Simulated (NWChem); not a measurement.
# [NH2]− (SMILES [NH2-]): wB97X/cc-pVDZ

What is the vertical ionisation energy of [NH2]− at wB97X/cc-pVDZ? 

Program for the calculation: NWChem 7.3.0.

5 further runs of the same task are left out: 5 set aside as unsound or not needed.

**1. The system as given**

[NH2]−: 3 atoms, total charge -1, spin state singlet. As SMILES, `[NH2-]`. The coordinates come from a PBE0-D4/def2-TZVPD relaxation.

Bond lengths: N1–H2 1.027 Å, N1–H3 1.027 Å. Angles: H2–N1–H3 101.8°.

**2. The energy at wB97X/cc-pVDZ**

calc.nw reads:

```
START calc
TITLE "H2N"
memory total 2200 mb
charge -1
GEOMETRY units angstrom noautosym nocenter noautoz
  N     0.342200   -0.203000    0.168700
  H     0.125500    0.801200    0.156000
  H    -0.467700   -0.598200   -0.324700
END
BASIS spherical bse
  N library cc-pVDZ
  H library cc-pVDZ
END
DFT
  xc wb97x
  grid xcoarse
  convergence energy 1e-08
  iterations 100
  mulliken
  noprint "final vectors analysis"
END
TASK dft energy
```

Command:

```bash
$ nwchem calc.nw > calc.out
```

The log of the run:

```text
[...]
          Wavefunction type:  closed shell.
          No. of atoms     :     3
          No. of electrons :    10
[...]
          Charge           :    -1
          Spin multiplicity:     1
[...]
          AO basis - number of functions:    24
[...]
              XC Information
              --------------
                       wb97x  Method XC Functional
                     Hartree-Fock (Exact) Exchange  1.000
                         wb97x Exchange Functional  1.000
                      wb97x Correlation Functional  1.000
[...]
 d= 0,ls=0.0,diis     1    -55.7193954620 -6.33D+01  3.98D-02  8.69D-01     0.1
[...]
 d= 0,ls=0.0,diis     8    -55.8233629768 -6.83D-09  9.47D-06  2.41D-09     0.6
         Total DFT energy =      -55.823362976776
      One electron energy =      -93.917386499156
           Coulomb energy =       38.454597165241
    Exchange-Corr. energy =       -7.903426605205
 Nuclear repulsion energy =        7.542852962344
[...]
      Total Density - Mulliken Population Analysis
     ---------------------------------------------
    Atom       Charge   Shell Charges
 -----------   ------   -------------------------------------------------------
    1 N    7     7.77   2.01  0.74  0.84  2.26  1.92  0.02
    2 H    1     1.11   0.75  0.31  0.06
    3 H    1     1.11   0.75  0.31  0.06
[...]
```

Run time: 1.1 s. Hardware: 1 thread of Intel Xeon Platinum 8488C (Sapphire Rapids), shared host; peak memory 0.1 GiB.

**3. Doublet neutral NH2 at the same level**

h2n.nw reads:

```
START h2n
TITLE "H2N"
memory stack 880 mb heap 220 mb global 1100 mb
GEOMETRY units bohr noautosym nocenter noautoz
N      0.64666428    -0.38361440     0.31879680
H      0.23716063     1.51404857     0.29479728
H     -0.88382491    -1.13043417    -0.61359407
END
BASIS spherical bse
* library cc-pVDZ
END
DFT
xc wb97x
mult 2
grid xcoarse
convergence energy 1e-08
maxiter 100
mulliken
print low
END
TASK dft energy
```

Command:

```bash
$ nwchem h2n.nw > h2n.out
```

The log of the run:

```text
[...]
 d= 0,ls=0.0,diis     1    -55.8443209553 -6.34D+01  4.54D-03  3.13D-02     0.1
[...]
 d= 0,ls=0.0,diis     8    -55.8586876496 -5.79D-09  1.99D-06  5.62D-10     0.6
[...]
         Total DFT energy =      -55.858687649591
      One electron energy =      -90.239790737048
           Coulomb energy =       34.432813098244
    Exchange-Corr. energy =       -7.594562431715
 Nuclear repulsion energy =        7.542852420929
[...]
      Total Density - Mulliken Population Analysis
     ---------------------------------------------
    Atom       Charge   Shell Charges
 -----------   ------   -------------------------------------------------------
    1 N    7     7.19   2.01  0.81  0.83  2.19  1.34  0.02
    2 H    1     0.90   0.72  0.13  0.05
    3 H    1     0.90   0.72  0.13  0.05
[...]
      <S2> =      0.7530 (Exact =     0.7500)
[...]
```

Run time: 1.2 s. Hardware: 1 thread of Intel Xeon Platinum 8488C (Sapphire Rapids), shared host; peak memory 0.1 GiB.

**4. What came out**

Level: wB97X/cc-pVDZ.

| quantity | value |
| --- | --- |
| singlet [NH2]−: total energy | -55.82336 Eh |
| doublet neutral NH2: total energy | -55.85869 Eh |
| doublet neutral NH2: ⟨S²⟩ | 0.753 |
| vertical detachment energy (to the doublet neutral) | -0.961 eV |

The species is unbound against losing an electron at this level, by 0.96 eV (−22.2 kcal/mol); missing correlation or diffuse functions can give that sign where the real anion is bound. Mulliken charges (singlet [NH2]−) run from -0.77 on N1 to -0.11 on H2; they depend strongly on the basis.
